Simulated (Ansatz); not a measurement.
Computed with Ansatz.

Basis-set series for `BS[SiH3]`. Charge 0, multiplicity 1. The structure was optimised at the PBE0-D4/def2-TZVP level.

Cartesian coordinates in Å:
```
B -0.402 -1.007 -1.318
S 0.330 -1.302 0.272
Si 0.332 0.711 1.043
H -0.728 0.090 -1.659
H -0.551 -1.954 -2.026
H -1.057 1.224 1.116
H 1.151 1.585 0.170
H 0.924 0.654 2.402
```

```json
{"functional": "PBE0-D4", "basis": "def2-SVP", "functions": "75", "energy (Eh)": "-715.02680", "HOMO (eV)": "-8.25", "LUMO (eV)": "-1.45"}
{"functional": "PBE0-D4", "basis": "def2-QZVPP", "functions": "347", "energy (Eh)": "-715.31994", "HOMO (eV)": "-8.28", "LUMO (eV)": "-1.61"}
{"functional": "ωB97M-V", "basis": "def2-SVP", "functions": "75", "energy (Eh)": "-715.25053", "HOMO (eV)": "-10.34", "LUMO (eV)": "0.61"}
{"functional": "ωB97M-V", "basis": "def2-QZVPP", "functions": "347", "energy (Eh)": "-715.54549", "HOMO (eV)": "-10.42", "LUMO (eV)": "0.28"}
```

(1) Give the rows for def2-TZVPP. (Best estimate.)

Results:

(1) The calculation gave: 
```csv
functional,basis,functions,energy (Eh),HOMO (eV),LUMO (eV)
PBE0-D4,def2-TZVPP,185,-715.29627,-8.27,-1.58
ωB97M-V,def2-TZVPP,185,-715.52333,-10.41,0.36
```

Positive LUMOs are unbound and depend on the basis.
